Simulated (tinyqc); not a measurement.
Inside a calculation. Method: coupled-perturbed Hartree-Fock on RHF in the sto-3g basis, for LiH, spin multiplicity 1. One step of it, computed by the program tinyqc.

Task: Coupled step 1. U_ai = -(mu_ai + sum_bj [4 (ai|bj) - (ab|ij) - (aj|bi)] U_bj) / (e_a - e_i); alpha = -4 sum U_ai mu_ai.

uncoupled U:
```
           i1         i2
a3   0.000000   0.000000
a4  -0.063334  -1.723741
a5  -0.052165  -1.419761
a6   0.000000   0.000000
```

dipole integrals <a|y|i> (bohr):
```
          i1        i2
a3  0.000000  0.000000
a4  0.159331  0.756423
a5  0.131233  0.623029
a6  0.000000  0.000000
```

orbital energies (hartree): MO1 -2.351915, MO2 -0.275018, MO3 0.077020, MO4 0.163808, MO5 0.163808, MO6 0.513759

Two-electron integrals over orbitals (pq|rs), unique and non-zero (hartree):
```
(11|11) 1.658832    (21|11) -0.106968   (21|21) 0.012157    (22|11) 0.353126
(22|21) 0.005189    (22|22) 0.479187    (31|11) -0.139482   (31|21) 0.010925
(31|22) -0.014605   (31|31) 0.021796    (32|11) 0.016071    (32|21) -0.003068
(32|22) -0.050658   (32|31) 0.000104    (32|32) 0.014369    (33|11) 0.395047
(33|21) -0.010398   (33|22) 0.220468    (33|31) 0.001625    (33|32) 0.009042
(33|33) 0.336458    (41|41) 0.009816    (42|41) 0.007403    (42|42) 0.022804
(43|41) 0.010280    (43|42) 0.019407    (43|43) 0.041270    (44|11) 0.396328
(44|21) -0.004118   (44|22) 0.264413    (44|31) -0.005006   (44|32) 0.007144
(44|33) 0.281659    (44|44) 0.312946    (51|51) 0.009816    (52|51) 0.007403
(52|52) 0.022804    (53|51) 0.010280    (53|52) 0.019407    (53|53) 0.041270
(54|54) 0.016869    (55|11) 0.396328    (55|21) -0.004118   (55|22) 0.264413
(55|31) -0.005006   (55|32) 0.007144    (55|33) 0.281659    (55|44) 0.279207
(55|55) 0.312946    (61|11) 0.060728    (61|21) -0.009347   (61|22) -0.007387
(61|31) -0.003277   (61|32) 0.002071    (61|33) 0.011106    (61|44) 0.000956
(61|55) 0.000956    (61|61) 0.009669    (62|11) -0.053644   (62|21) 0.003675
(62|22) 0.121203    (62|31) 0.001752    (62|32) -0.036157   (62|33) -0.015085
(62|44) -0.021927   (62|55) -0.021927   (62|61) 0.000068    (62|62) 0.125329
(63|11) 0.018328    (63|21) -0.003143   (63|22) -0.052147   (63|31) 0.004278
(63|32) 0.010718    (63|33) 0.035972    (63|44) 0.003322    (63|55) 0.003322
(63|61) 0.004349    (63|62) -0.033132   (63|63) 0.026868    (64|41) -0.006162
(64|42) -0.019490   (64|43) -0.013456   (64|64) 0.019834    (65|51) -0.006162
(65|52) -0.019490   (65|53) -0.013456   (65|65) 0.019834    (66|11) 0.360944
(66|21) 0.002385    (66|22) 0.448590    (66|31) -0.011300   (66|32) -0.044741
(66|33) 0.240630    (66|44) 0.266372    (66|55) 0.266372    (66|61) -0.003855
(66|62) 0.126404    (66|63) -0.044635   (66|66) 0.448641
```

Give: U after step 1; polarisability.

Result:

U after step 1:
```
         i1       i2
a3   0.0000   0.0000
a4  -0.0545  -2.4898
a5  -0.0449  -2.0508
a6   0.0000   0.0000
```

polarisability = 12.7026 bohr^3
